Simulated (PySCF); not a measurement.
A made-up structure of CH4BN, singlet:

B1  (-0.994, 0.370, -0.756)
N2  (0.037, -0.015, 0.028)
C3  (0.984, -0.368, 0.748)
H4  (-2.034, -0.214, -0.664)
H5  (-0.828, 1.282, -1.513)
H6  (1.697, -1.129, 0.419)
H7  (0.314, -0.786, -0.579)
(Å)

It is relaxed with PBE-D4/def2-SVP and then PBE0-D4/def2-TZVP (PySCF 2.14 with density fitting (its default auxiliary sets; JK sets also for MP2 and CCSD(T))). Atoms count as bonded within 1.22 times the sum of their covalent radii (H–H: 0.88 Å). The end point is not checked to be a true minimum.

(1) Does its bonding change? (Judge from chemistry; the calculation decides.)

## Answers

(1) Computed: Yes. Formed: B1–H7; broken: N2–H7.

Where it ends: The first stage lowers the energy by 3.16 eV in 28 steps. It ends as CH₄BN ([BH3][N][CH]):
```xyz
7
angstrom
B -0.8785 0.0143 -0.9571
N 0.2918 -0.2070 0.0003
C 1.1650 -0.3718 0.7146
H -1.8136 -0.5726 -0.4621
H -1.0360 1.2131 -0.9997
H 1.9824 -0.5260 1.3835
H -0.5233 -0.4582 -2.0128
```

Labels in which every atom is bracketed show which atoms are joined, not bond orders.

For scale, one of the runs: PBE0-D4/def2-TZVP relaxation, 117 basis functions, launched by `OMP_NUM_THREADS=2 python run.py`. Time: 36 s of wall clock on 2 CPU threads of an Arm Neoverse V1; the host was shared. Peak host memory: 1.1 GiB.
